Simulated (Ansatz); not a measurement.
System: TlHgInS3 (C2/c, No. 15; cell taken from a computed entry). Method: r²SCAN (Ansatz, an electronic-structure program, plane waves, PAW).

Run with plane-wave cutoff 560 eV, 10×10×2 k mesh (along the axes of the cell as run), Fermi–Dirac smearing 0.01 eV, scalar-relativistic PAW data made under PBE.

Cell (relaxed with PBEsol):

```cif
data_Hg8In8S24Tl8
_chemical_formula_sum 'Tl8 In8 Hg8 S24'
_space_group_name_H-M_alt 'C2/c'
_space_group_IT_number 15
_space_group_name_Hall '-C 2yc'
_cell_length_a 13.79569
_cell_length_b 3.92306
_cell_length_c 21.33146
_cell_angle_alpha 90.000
_cell_angle_beta 103.579
_cell_angle_gamma 90.000
loop_
_atom_site_label
_atom_site_type_symbol
_atom_site_symmetry_multiplicity
_atom_site_Wyckoff_symbol
_atom_site_fract_x
_atom_site_fract_y
_atom_site_fract_z
_atom_site_occupancy
Tl1 Tl 8 f 0.00452 0.11877 0.42276 1
In1 In 8 f 0.24314 0.06935 0.32506 1
Hg1 Hg 4 e 0.00000 0.57773 0.25000 1
Hg2 Hg 4 c 0.25000 0.25000 0.00000 1
S1 S 8 f 0.37710 0.07033 0.15111 1
S2 S 8 f 0.14638 0.06709 0.20362 1
S3 S 8 f 0.15958 0.59955 0.05570 1
```
(The calculation used a cell of 24 atoms; values per cell refer to that cell.)

Predict the band gap, smallest direct gap on the k points sampled and direct gap at Γ.


* **band gap**: 1.65 eV
* **smallest direct gap on the k points sampled**: 1.73 eV
* **direct gap at Γ**: 2.17 eV

Note: cell and atoms aren't relaxed at this level (largest force component 0.07 eV/Å, pressure 1.9 GPa).

Spin–orbit coupling is not included; with these elements it can move the gap by several tenths of an eV or more.

Static lattice: no zero-point or thermal effects.

It cost very roughly 19 core-minutes of CPU time.
